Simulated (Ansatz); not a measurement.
**How far each method lies from full CI for Si₂, triplet**

Geometry: MP2(full)/6-31G*, from the G2/97 set.

```xyz
2

Si    0.0000    0.0000    0.0000
Si    0.0000    0.0000    2.2601
```

Basis cc-pV(D+d)Z; Ansatz 0.2.0. Correlated methods freeze the noble-gas cores, which leaves 8 electrons in 36 orbitals. Prefix R: restricted or restricted open-shell reference; prefix U: unrestricted. Active spaces: valence = (8e, 8o) chosen from the atoms' valence shells.

Full CI is exact within this basis and frozen core; it isn't the basis-set limit. The frozen core follows each run's orbitals, which can shift R against U totals by a few meV.

For open shells CISD and CISDTQ are restricted-active-space CI with the open shells as a complete middle space.

* UHF ⟨S²⟩: 2.016
* T1 diagnostic (RCCSD): 0.0207
* largest doubles amplitude (RCCSD): 0.095
* T1 diagnostic (UCCSD): 0.0185

| level | E − E(full CI) (mEh) | share of correlation (%) | wall time |
| --- | --- | --- | --- |
| RHF | 175.09 | 0.00 | – |
| UHF | 171.73 | 1.92 | – |
| RMP2 | 42.72 | 75.60 | – |
| UMP2 | 43.37 | 75.23 | – |
| CISD | 21.46 | 87.74 | 1.8 s |
| RCCSD | 10.13 | 94.21 | – |
| UCCSD | 9.98 | 94.30 | – |
| RCCSD(T) | 2.44 | 98.61 | 4.5 s |
| UCCSD(T) | 2.45 | 98.60 | 6 s |
| BCCD(T) | 2.43 | 98.61 | 5 s |
| RCCSDT | 0.74 | 99.58 | – |
| UCCSDT | 0.72 | 99.59 | – |
| CISDTQ | 1.00 | 99.43 | 4.1 s (H100) |
| RCCSDT(Q) | 0.13 | 99.92 | 14 s |
| UCCSDT(Q) | 0.12 | 99.93 | 15 s |
| RCCSDTQ | 0.05 | 99.97 | 12 s (H100) |
| UCCSDTQ | 0.05 | 99.97 | 13 s (H100) |
| CASSCF (valence space) | 121.01 | 30.88 | – |
| NEVPT2 (valence space) | 29.34 | 83.24 | 2.8 s |
| MRCISD (valence space) | 9.08 | 94.81 | – |
| MRCISD+Q (valence space) | -0.81 | 100.46 | 3.7 s |

The correlation energy at full CI, counted from RHF, is -4.764 eV. That run took 55 s on 5 threads of AMD EPYC 7R13 with a whole H100 80 GB, shared host over 433,711,616 determinants.

Times hold each run's SCF and search for its determinant on a shared host, so for small cases they say little of a method's own cost; rows without a card ran on 1 thread of AMD EPYC 7R13.

More than 5 meV below full CI, which no variational method can be: MRCISD+Q (valence space).

The full-CI state has the irrep B1g of D2h, in the program's axes (one component, if the state is degenerate).

Natural occupations of full CI about the gap: 1.945 1.904 1.888 0.968 0.968 0.071 0.071 0.051 0.020 0.020; effectively unpaired electrons, Σ n²(2−n)², 2.14.

Atomization energy (electronic, same basis, no zero-point term; atoms at the same level, unrestricted beside the R rows where the molecule is a closed shell, with restricted open-shell steps beyond CCSDT(Q)) at full CI: 263.9 kJ/mol. Errors of other levels:

| level | error (kJ/mol) |
| --- | --- |
| RHF | -89.8 |
| UHF | -100.7 |
| RMP2 | 0.8 |
| UMP2 | -2.6 |
| CISD | -45.3 |
| RCCSD | -17.7 |
| UCCSD | -18.0 |
| RCCSD(T) | -3.7 |
| UCCSD(T) | -3.9 |
| BCCD(T) | -3.7 |
| RCCSDT | -1.7 |
| UCCSDT | -1.7 |
| CISDTQ | -2.6 |
| RCCSDT(Q) | -0.3 |
| UCCSDT(Q) | -0.3 |
| RCCSDTQ | -0.1 |
| UCCSDTQ | -0.1 |
| CASSCF (valence space) | -17.3 |
| NEVPT2 (valence space) | 3.0 |
| MRCISD (valence space) | -17.1 |
| MRCISD+Q (valence space) | -7.0 |

This basis is far from its limit, so the value isn't to be set against a measured one. Truncated CI isn't size-consistent, which counts against it in atomization.
